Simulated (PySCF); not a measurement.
## Diatomic cations of H with the third period

CCSD(T) with triple-zeta basis sets in PySCF, for the lowest determinant that a PBE0 search found; no spin–orbit coupling. De refers to high-spin ground-configuration atoms (the charge goes to the atom of lower measured ionisation energy or higher electron affinity, which is not always the lowest computed limit).

```json
{"M": "Na", "basis": "pcseg-2", "reference, frozen orbitals": "UHF, 1", "charged atom": "Na+", "state (unpaired electrons)": "doublet (σ ↑)", "Re (Å)": "2.552", "ωe (cm⁻¹)": "360", "De (eV)": "0.07"}
{"M": "Mg", "basis": "def2-TZVP", "reference, frozen orbitals": "RHF, 1", "charged atom": "Mg+", "state (unpaired electrons)": "singlet (closed shell)", "Re (Å)": "1.665", "ωe (cm⁻¹)": "1655", "De (eV)": "1.92"}
{"M": "Al", "basis": "def2-TZVPPD", "reference, frozen orbitals": "UHF, 5", "charged atom": "Al+", "state (unpaired electrons)": "doublet (σ ↑)", "Re (Å)": "1.610", "ωe (cm⁻¹)": "1675", "De (eV)": "0.83"}
{"M": "Si", "basis": "def2-TZVPPD", "reference, frozen orbitals": "RHF, 5", "charged atom": "Si+", "state (unpaired electrons)": "singlet (closed shell)", "Re (Å)": "1.507", "ωe (cm⁻¹)": "2161", "De (eV)": "3.37"}
{"M": "P", "basis": "def2-TZVPPD", "reference, frozen orbitals": "UHF, 5", "charged atom": "P+", "state (unpaired electrons)": "doublet (π ↑)", "Re (Å)": "1.426", "ωe (cm⁻¹)": "2388", "De (eV)": "3.43"}
{"M": "S", "basis": "cc-pVTZ/cc-pV(T+d)Z", "reference, frozen orbitals": "UHF, 5", "charged atom": "S+", "state (unpaired electrons)": "triplet (π ↑↑)", "Re (Å)": "1.365", "ωe (cm⁻¹)": "2551", "De (eV)": "3.57"}
{"M": "Cl", "basis": "def2-TZVPPD", "reference, frozen orbitals": "UHF, 5", "charged atom": "Cl+", "state (unpaired electrons)": "doublet (π ↑)", "Re (Å)": "1.313", "ωe (cm⁻¹)": "2705", "De (eV)": "4.69"}
```

Question: By what factor does the harmonic wavenumber vary along the series?

Answer: At CCSD(T) it runs from 360 cm⁻¹ (NaH⁺) to 2705 cm⁻¹ (HCl⁺), a factor of 7.51.

The rows differ in basis set, which adds steps of its own.

The state changes along the series, so neighbouring rows are not always alike in their bonding.

Correlated steps freeze the inner cores (1 to 5 orbitals); shallow outer-core shells are correlated. Weak bonds: NaH⁺. Basis-set superposition, not corrected here, can be much of De in a small basis, most of all at correlated wavefunction levels. For an ion De counts to the pair picked by the measured ionisation energies or electron affinities, which need not be the lowest pair at this level. Where the molecule has an RHF reference, its open-shell atoms are computed with UHF. States were picked by a PBE0 search and need not be the measured ground states.
